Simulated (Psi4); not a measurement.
**triplet CF2: levels of theory compared**

Wanted: a comparison of 6 runs (UHF/STO-3G, UB3LYP/6-31G*, U-wB97X-V/def2-TZVPP, UB2PLYP/def2-TZVPP, UPBE0/def2-TZVPP, UOMP2/def2-TZVPP) of triplet CF2. 

Program for the calculation: Psi4 1.11.

## 1. The structure to begin with

The species is CF2 (3 atoms), meant as a triplet with charge 0. As SMILES of the parent species, `F[C]F`. The coordinates come from a PBE0-D4/def2-TZVP relaxation. That shape belongs to the parent species and isn't relaxed for this state.

Bond lengths: F1–C2 1.296 Å, C2–F3 1.296 Å. Angles: F1–C2–F3 104.7°.

## 2. Energy and forces at UHF/STO-3G (run 1)

File input.dat:

```
memory 2.2 GB

molecule {
  0 3
  F      0.316310     0.971410     0.281600
  C      0.382340    -0.318520     0.175150
  F     -0.698640    -0.652890    -0.456750
  symmetry c1
  no_reorient
  no_com
}

set basis STO-3G
set reference uhf
set puream true
set e_convergence 1e-09
set d_convergence 1e-08
set scf_type pk
set maxiter 100

e, wfn = gradient('hf', return_wfn=True)
oeprop(wfn, 'MAYER_INDICES', 'LOWDIN_CHARGES', 'MULLIKEN_CHARGES', title='HF')
print_variables()
```

The run is started by

```sh
$ psi4 -i input.dat -o output.dat -n 1
```

output.dat:

```text
[...]
  Running in c1 symmetry.
[...]
  Nuclear repulsion =   64.979424921358827
[...]
  Multiplicity = 3
[...]
  Nalpha       = 13
  Nbeta        = 11
[...]
    Number of basis functions: 15
[...]
   @UHF iter   1:  -233.29572784107489   -1.17706e+00   1.67863e-02 ADIIS/DIIS
[...]
   @UHF iter  12:  -233.34738141057085   -3.41061e-13   5.18226e-09 DIIS
[...]
   @S^2 Observed:                2.004577623E+00
[...]
  @UHF Final Energy:  -233.34738141057085
   => Energetics <=
    Nuclear Repulsion Energy =             64.9794249213588273
    One-Electron Energy =                -456.3583900571554182
    Two-Electron Energy =                 158.0315837252257438
    Total Energy =                       -233.3473814105708470
  UHF NO Occupations:
  HONO-2 :   11  A 1.9987767
  HONO-1 :   12  A 1.0000000
[...]
 Multipole Moments:
 ------------------------------------------------------------------------------------
     Multipole            Electronic (a.u.)      Nuclear  (a.u.)        Total (a.u.)
 ------------------------------------------------------------------------------------
 L = 1.  Multiply by 2.5417464519 to convert [e a0] to [Debye]
 Dipole X            :          2.4082545           -2.1673836            0.2408709
 Dipole Y            :         -2.0064107            1.8057467           -0.2006640
 Dipole Z            :          1.1033008           -0.9929566            0.1103443
 Magnitude           :                                                    0.3323563
[...]
  -Total Gradient:
     Atom            X                  Y                   Z
    ------   -----------------  -----------------  -----------------
       1       -0.034600678312    -0.086335048167    -0.028598306855
       2       -0.025442643990     0.021199854280    -0.011654948313
       3        0.060043322302     0.065135193886     0.040253255167
[...]
```

Wall time 5.1 s (1 thread of Intel Xeon at 2.50GHz (Skylake/Cascade Lake), shared host); peak memory 0.18 GiB.

## 3. The energy at UB3LYP/6-31G(d) (Cartesian functions) (run 2)

File cf2.xyz:

```xyz
3
CF2
F      0.316310     0.971410     0.281600
C      0.382340    -0.318520     0.175150
F     -0.698640    -0.652890    -0.456750
```

File run.py:

```python
import numpy as np
from ase.calculators.psi4 import Psi4
from ase.io import read

mol = read('cf2.xyz')
calc = Psi4(atoms=mol, method='b3lyp', basis='6-31G*', memory='2200MB', num_threads=1, charge=0, multiplicity=3, label='calc', reference='uks')
calc.psi4.set_options({'puream': False, 'e_convergence': 1e-09, 'd_convergence': 1e-08, 'scf_type': 'pk', 'dft_radial_points': 99, 'dft_spherical_points': 590, 'maxiter': 100})
mol.calc = calc

print(f'energy: {mol.get_potential_energy():.6f} eV')
```

The run is started by

```sh
$ python run.py
```

calc.dat:

```text
[...]
  Running in c1 symmetry.
[...]
  Nuclear repulsion =   64.979424921358827
[...]
  Multiplicity = 3
[...]
  Nalpha       = 13
  Nbeta        = 11
[...]
    Number of basis functions: 45
[...]
   @UKS iter   1:  -237.57113210954373   -1.64750e-01   5.73938e-03 DIIS/ADIIS
[...]
   @UKS iter  11:  -237.59236026816285   -1.96110e-12   2.75296e-09 DIIS
[...]
   @S^2 Observed:                2.002657605E+00
[...]
  @UKS Final Energy:  -237.59236026816285
   => Energetics <=
    Nuclear Repulsion Energy =             64.9794249213588273
    One-Electron Energy =                -458.3053610678769019
    Two-Electron Energy =                 177.0028465101350434
    DFT Exchange-Correlation Energy =     -21.2692706317798041
    Empirical Dispersion Energy =           0.0000000000000000
    VV10 Nonlocal Energy =                  0.0000000000000000
    Total Energy =                       -237.5923602681628495
[...]
 Multipole Moments:
 ------------------------------------------------------------------------------------
     Multipole            Electronic (a.u.)      Nuclear  (a.u.)        Total (a.u.)
 ------------------------------------------------------------------------------------
 L = 1.  Multiply by 2.5417464519 to convert [e a0] to [Debye]
 Dipole X            :         -0.0895285            0.2597054            0.1701769
 Dipole Y            :          0.0745902           -0.2163574           -0.1417672
 Dipole Z            :         -0.0410128            0.1189721            0.0779593
 Magnitude           :                                                    0.2348101
[...]
```

The script printed:

```text
energy: -6465.217432 eV
```

Run time: 14 s. Hardware: 1 thread of Intel Xeon at 2.50GHz (Skylake/Cascade Lake), shared host; peak memory 0.43 GiB.

Runs 3 to 4 aren't shown in full; the table further down has their settings and results.

## 4. Energy and forces at UPBE0/def2-TZVPP (run 5)

File cf2.dat:

```
memory 2200 MB

molecule {
  0 3
  F
  C 1 r2
  F 2 r3 1 a3

  r2 = 1.295998
  r3 = 1.296001
  a3 = 104.73481
  symmetry c1
  no_reorient
  no_com
}

set reference uks
set puream true
set e_convergence 1e-09
set d_convergence 1e-08
set scf_type pk
set dft_radial_points 99
set dft_spherical_points 590
set maxiter 100

E, wfn = gradient('pbe0/def2-TZVPP', return_wfn=True)
oeprop(wfn, 'WIBERG_LOWDIN_INDICES', 'MULLIKEN_CHARGES', 'MAYER_INDICES', title='PBE0')
```

The run is started by

```sh
$ psi4 -n 1 cf2.dat cf2.out
```

cf2.out:

```text
[...]
  Running in c1 symmetry.
[...]
  Nuclear repulsion =   64.979426962265478
[...]
  Multiplicity = 3
[...]
  Nalpha       = 13
  Nbeta        = 11
[...]
    Number of basis functions: 93
[...]
   @UKS iter   1:  -237.45324495707791   -2.18860e-01   3.10692e-03 ADIIS/DIIS
[...]
   @UKS iter  11:  -237.48002805915257   -1.90425e-12   9.60562e-09 DIIS
[...]
   @S^2 Observed:                2.003588146E+00
[...]
  @UKS Final Energy:  -237.48002805915257
   => Energetics <=
    Nuclear Repulsion Energy =             64.9794269622654781
    One-Electron Energy =                -458.1293113325014019
    Two-Electron Energy =                 175.4398122001932734
    DFT Exchange-Correlation Energy =     -19.7699558891099585
    Empirical Dispersion Energy =           0.0000000000000000
    VV10 Nonlocal Energy =                  0.0000000000000000
    Total Energy =                       -237.4800280591525734
[...]
  -Total Gradient:
     Atom            X                  Y                   Z
    ------   -----------------  -----------------  -----------------
       1        0.039230327662    -0.028919278128    -0.000000000000
       2       -0.021221155774    -0.016359244330    -0.000000000000
       3       -0.017987848519     0.045294961919     0.000000000000
[...]
  Mulliken Charges: (a.u.)
   Center  Symbol    Alpha    Beta     Spin     Total
       1     F     4.62322  4.50284  0.12038 -0.12606
       2     C     3.75356  1.99432  1.75924  0.25211
       3     F     4.62322  4.50284  0.12038 -0.12606
   Total alpha = 13.00000, Total beta = 11.00000, Total charge =  0.00000
  Mayer Bond Indices:
  Total Bond Index:
  Irrep: 1 Size: 3 x 3
[...]
```

Run time: 29 s. Hardware: 1 thread of Intel Xeon at 2.50GHz (Skylake/Cascade Lake), shared host; peak memory 0.75 GiB.

## 5. A single-point energy at UOMP2/def2-TZVPP (density fitting for correlation) (run 6)

File cf2.dat:

```
memory 2200 mb

molecule {
  0 3
  F      0.59773927     1.83569885     0.53214688
  C      0.72251789    -0.60191557     0.33098553
  F     -1.32023826    -1.23378329    -0.86313241
  units au
  symmetry c1
  no_reorient
  no_com
}

set reference uhf
set puream true
set e_convergence 1e-09
set d_convergence 1e-08
set scf_type pk
set num_frozen_docc 3
set maxiter 100

energy('omp2/def2-TZVPP')
print_variables()
```

The run is started by

```sh
$ psi4 cf2.dat cf2.out -n 1
```

cf2.out:

```text
[...]
  Running in c1 symmetry.
[...]
  Nuclear repulsion =   64.979424925035033
[...]
  Multiplicity = 3
[...]
  Nalpha       = 13
  Nbeta        = 11
[...]
    Number of basis functions: 93
[...]
   @UHF iter   1:  -236.64170372673016   -5.34757e-01   3.95008e-03 ADIIS/DIIS
[...]
   @UHF iter  12:  -236.70776472171784   -8.49809e-12   8.30918e-09 DIIS
[...]
   @S^2 Observed:                2.006885450E+00
[...]
  @UHF Final Energy:  -236.70776472171784
   => Energetics <=
    Nuclear Repulsion Energy =             64.9794249250350333
    One-Electron Energy =                -458.2462317386296036
    Two-Electron Energy =                 156.5590420918767620
    Total Energy =                       -236.7077647217178367
  UHF NO Occupations:
  HONO-2 :   11  A 1.9989783
  HONO-1 :   12  A 1.0000000
[...]
 Multipole Moments:
 ------------------------------------------------------------------------------------
     Multipole            Electronic (a.u.)      Nuclear  (a.u.)        Total (a.u.)
 ------------------------------------------------------------------------------------
 L = 1.  Multiply by 2.5417464519 to convert [e a0] to [Debye]
 Dipole X            :          2.5166114           -2.1673836            0.3492278
 Dipole Y            :         -2.0966786            1.8057466           -0.2909320
 Dipole Z            :          1.1529399           -0.9929566            0.1599833
 Magnitude           :                                                    0.4818673
[...]
	DF-SCS-MP2 Total Energy (a.u.)     :  -237.27779283192640
	DF-SOS-MP2 Total Energy (a.u.)     :  -237.26684005743215
[...]
	DF-SCS-OMP2 Total Energy (a.u.)    :  -237.28620651192787
	DF-SOS-OMP2 Total Energy (a.u.)    :  -237.23000011989080
	DF-SCS(N)-OMP2 Total Energy (a.u.) :  -236.99296745923826
[...]
	DF-OMP2 Total Energy (a.u.)        :  -237.30965222756006
[...]
```

It took 88 s on 1 thread of Intel Xeon at 2.50GHz (Skylake/Cascade Lake), shared host; peak memory 0.34 GiB.

## 6. All runs side by side

| run | level | task | Cartesian functions | energy (Eh) | dipole moment (D) | HOMO energy (eV) | LUMO energy (eV) | wall time |
| --- | --- | --- | --- | --- | --- | --- | --- | --- |
| 1 | UHF/STO-3G | gradient | no | -233.347381 | 0.84 | -7.39 | 5.52 | 5.1 s |
| 2 | UB3LYP/6-31G* (Cartesian functions) | energy | yes | -237.592360 | 0.60 | -5.17 | -4.47 | 14 s |
| 3 | U-wB97X-V/def2-TZVPP | energy | no | -237.627143 | 0.62 | -8.50 | -2.46 | 65 s |
| 4 | UB2PLYP/def2-TZVPP (density fitting for correlation) | energy | no | -237.572929 | – | -7.93 | -2.84 | 23 s |
| 5 | UPBE0/def2-TZVPP | gradient | no | -237.480028 | 0.68 | -6.12 | -4.30 | 29 s |
| 6 | UOMP2/def2-TZVPP (density fitting for correlation) | energy | no | -237.309652 | – | -11.08 | 0.61 | 88 s |

## 7. Results

```
                                                         quantity          value
                                              run 6: total energy  -237.30965 Eh
run 6: HOMO energy (Hartree–Fock orbitals) (highest over α and β)      -11.08 eV
 run 6: LUMO energy (Hartree–Fock orbitals) (lowest over α and β)        0.61 eV
               run 6: correlation energy (3 core orbitals frozen)     -601.9 mEh
                         run 6: ⟨S²⟩ of the reference determinant          2.007
```

What this shows: Over runs 1, 2, 3, 5 the dipole moment (its size) runs from 0.60 D (UB3LYP/6-31G*) to 0.84 D (UHF/STO-3G). The two ends differ in method and basis. Totals of different functionals can't be ranked against each other. In run 1 the basis is minimal, so the values are rough. All runs together took 3.7 min, the longest 88 s.
